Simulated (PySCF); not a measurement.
# Basis-set dependence of population analyses: `FC(F)(F)F`

Species: CF4.
Bonds: F1–C2, C2–F3, C2–F4, C2–F5.

PBE0 throughout (PySCF), one geometry, spherical d and f functions. Geometry: PBE0-D3(BJ)/def2-SVP; no solvent, vibrations or thermal averaging. Atoms taken as equivalent share a column and are averaged.

Mulliken charges (e):

```json
{"basis": "STO-3G", "functions": "25", "F1/F3/F4/F5": "-0.113", "C2": "+0.450"}
{"basis": "6-31G", "functions": "45", "F1/F3/F4/F5": "-0.238", "C2": "+0.951"}
{"basis": "6-31G*", "functions": "70", "F1/F3/F4/F5": "-0.270", "C2": "+1.079"}
{"basis": "def2-SVP", "functions": "70", "F1/F3/F4/F5": "-0.151", "C2": "+0.603"}
{"basis": "pcSseg-1", "functions": "85", "F1/F3/F4/F5": "-0.231", "C2": "+0.926"}
{"basis": "6-311+G(2d,p)", "functions": "135", "F1/F3/F4/F5": "-0.303", "C2": "+1.211"}
{"basis": "def2-TZVP", "functions": "155", "F1/F3/F4/F5": "-0.138", "C2": "+0.553"}
```

IAO charges (e):

```csv
basis,functions,F1/F3/F4/F5,C2
STO-3G,25,-0.147,+0.588
6-31G,45,-0.237,+0.947
6-31G*,70,-0.261,+1.044
def2-SVP,70,-0.259,+1.034
pcSseg-1,85,-0.260,+1.041
"6-311+G(2d,p)",135,-0.262,+1.050
def2-TZVP,155,-0.266,+1.063
```

Hirshfeld charges (e):

```tsv
basis	functions	F1/F3/F4/F5	C2
STO-3G	25	-0.082	+0.330
6-31G	45	-0.083	+0.331
6-31G*	70	-0.079	+0.316
def2-SVP	70	-0.082	+0.326
pcSseg-1	85	-0.084	+0.334
6-311+G(2d,p)	135	-0.084	+0.335
def2-TZVP	155	-0.082	+0.329
```

Which scheme is steadiest as the basis changes?

Largest range over the bases for any column: Hirshfeld 0.02 e, IAO 0.48 e, Mulliken 0.76 e. Hirshfeld charges move least and Mulliken charges most, counted in e. Without the minimal STO-3G basis the ranges are Hirshfeld 0.02, IAO 0.12, Mulliken 0.66 e.

How much do the charges still move between the two largest bases, 6-311+G(2d,p) and def2-TZVP?

At most, over all atoms: Mulliken 0.658 e, IAO 0.013 e, Hirshfeld 0.006 e.

What do the same runs give for the total energy and the frontier levels?

| basis | energy (Eh) | HOMO (eV) | LUMO (eV) |
| --- | --- | --- | --- |
| STO-3G | -430.8473 | -6.84 | 10.70 |
| 6-31G | -436.9429 | -12.68 | 4.49 |
| 6-31G* | -437.0682 | -12.07 | 5.83 |
| def2-SVP | -436.7445 | -12.43 | 5.28 |
| pcSseg-1 | -437.0473 | -12.63 | 4.79 |
| 6-311+G(2d,p) | -437.2212 | -12.68 | 0.62 |
| def2-TZVP | -437.2732 | -12.61 | 2.77 |
